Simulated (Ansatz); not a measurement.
BNHO (SMILES [NH-]B=O) (charge -1), singlet: a relaxation.

in.yaml

```yaml
crystal:
  periodic: [false, false, false]
  atoms:
    - {symbol: N, position_ang: [-0.605869, 0.300818, -0.460779]}
    - {symbol: B, position_ang: [0.304371, -0.493270, 0.191641]}
    - {symbol: O, position_ang: [1.140637, -0.997213, 0.656084]}
    - {symbol: H, position_ang: [-0.812518, 1.380363, -0.281109]}
basis:
  gaussian: {orbitals: def2-SVPD}
total_charge: -1
hamiltonian: {xc: {name: revPBE}, dispersion: d4}
relax: {f_tol: 0.01, max_steps: 5, max_displacement: 0.2}
```

Run by:

```bash
ansatz run in.yaml --threads 2 --pin off --events-out ev --progress --plain --max-ram 3481MiB
```

Output of Ansatz 0.2.0:

```
Functional definition: revPBE
  name "revPBE"
  cite "Zhang & Yang, Phys. Rev. Lett. 80, 890 (1998) doi:10.1103/PhysRevLett.80.890"
  cite "Perdew, Burke & Ernzerhof, Phys. Rev. Lett. 77, 3865 (1996) doi:10.1103/PhysRevLett.77.3865"
  parameter kappa = 1.245
  parameter beta = 0.06672455060314922
  exchange = pbe_x(kappa = kappa, mu = beta*pi^2/3)
  correlation = pbe_c(beta = beta)
583 factors; their error is unknown
mean field evaluation 1: about -4223.3531 eV, gradient 3.7e1 eV
mean field evaluation 2: about -4185.8957 eV, gradient 1.0e2 eV
mean field evaluation 4: about -4225.9753 eV, gradient 1.0e1 eV
mean field evaluation 8: about -4226.1948 eV, gradient 1.9e-1 eV
mean field evaluation 16: about -4226.1718 eV, gradient 3.0e-5 eV
mean field -4226.17180938 eV, -155.3089493926 hartree, gradient 3.0e-5 eV, S^2 0.000000; 0 other end points of the search recorded, 0 dependent functions left out
the calculation of the forces begins
reference -4226.17185758 eV, -155.3089511641 hartree; 11, 11 occupied and 60, 60 virtual orbitals, 583 factors
relax step   1: F+E_penalty+E_count = -4226.37845479 eV  Δ(F+E_penalty+E_count) = +0.000e0 eV  max|allowed force component| = 1.689e1 eV/Å  Δτ_max = 0.0000 Å  (26 SCF iters, accepted)
these checks for a lower state are left out or cut short: starts, cluster_reference, orbital_swaps, neighbouring_geometries, increment
583 factors; their error is unknown
mean field -4228.15749102 eV, -155.3819218469 hartree, gradient 2.3e-5 eV, S^2 0.000000; 0 other end points of the search recorded, 0 dependent functions left out
the calculation of the forces begins
reference -4228.15753772 eV, -155.3819235630 hartree; 11, 11 occupied and 60, 60 virtual orbitals, 583 factors
relax step   2: F+E_penalty+E_count = -4228.35808327 eV  Δ(F+E_penalty+E_count) = -1.980e0 eV  max|allowed force component| = 2.266e0 eV/Å  Δτ_max = 0.1004 Å  (34 SCF iters, accepted)
these checks for a lower state are left out or cut short: starts, cluster_reference, orbital_swaps, neighbouring_geometries, increment
583 factors; their error is unknown
mean field evaluation 32: about -4228.2462 eV, gradient 2.2e-5 eV
mean field -4228.24617292 eV, -155.3851808467 hartree, gradient 2.2e-5 eV, S^2 0.000000; 0 other end points of the search recorded, 0 dependent functions left out
the calculation of the forces begins
reference -4228.24621920 eV, -155.3851825473 hartree; 11, 11 occupied and 60, 60 virtual orbitals, 583 factors
relax step   3: F+E_penalty+E_count = -4228.44619337 eV  Δ(F+E_penalty+E_count) = -8.811e-2 eV  max|allowed force component| = 5.216e-1 eV/Å  Δτ_max = 0.0510 Å  (28 SCF iters, accepted)
these checks for a lower state are left out or cut short: starts, cluster_reference, orbital_swaps, neighbouring_geometries, increment
583 factors; their error is unknown
mean field -4228.26722882 eV, -155.3859546366 hartree, gradient 1.6e-5 eV, S^2 0.000000; 0 other end points of the search recorded, 0 dependent functions left out
the calculation of the forces begins
reference -4228.26727494 eV, -155.3859563317 hartree; 11, 11 occupied and 60, 60 virtual orbitals, 583 factors
relax step   4: F+E_penalty+E_count = -4228.46738798 eV  Δ(F+E_penalty+E_count) = -2.119e-2 eV  max|allowed force component| = 2.980e-1 eV/Å  Δτ_max = 0.0507 Å  (29 SCF iters, accepted)
these checks for a lower state are left out or cut short: starts, cluster_reference, orbital_swaps, neighbouring_geometries, increment
583 factors; their error is unknown
mean field -4228.26805284 eV, -155.3859849189 hartree, gradient 2.2e-5 eV, S^2 0.000000; 0 other end points of the search recorded, 0 dependent functions left out
the calculation of the forces begins
reference -4228.26809891 eV, -155.3859866119 hartree; 11, 11 occupied and 60, 60 virtual orbitals, 583 factors
relax step   5: F+E_penalty+E_count = -4228.46786893 eV  Δ(F+E_penalty+E_count) = -4.810e-4 eV  max|allowed force component| = 1.344e-1 eV/Å  Δτ_max = 0.0060 Å  (30 SCF iters, accepted)
Error: geometry relaxation did not converge after 5 steps: max|allowed force component| = 1.34e-1 eV/Å (threshold 1.0e-2). Raise `relax.max_steps` over both its present limit and 5, loosen `relax.f_tol`, or start from a geometry closer to equilibrium. Where this run's directory can be resumed (`checkpoint.write`), a resume goes on for up to `relax.max_steps` more
```

The lines “mean field evaluation” count trial sets of orbitals through the whole run, from several starts and some on an approximate energy, so they need not fall steadily or lie above the final value.

The run took about 6.5 s on 2 CPU threads of an Intel Xeon (shared host).


The run did not converge within its limit.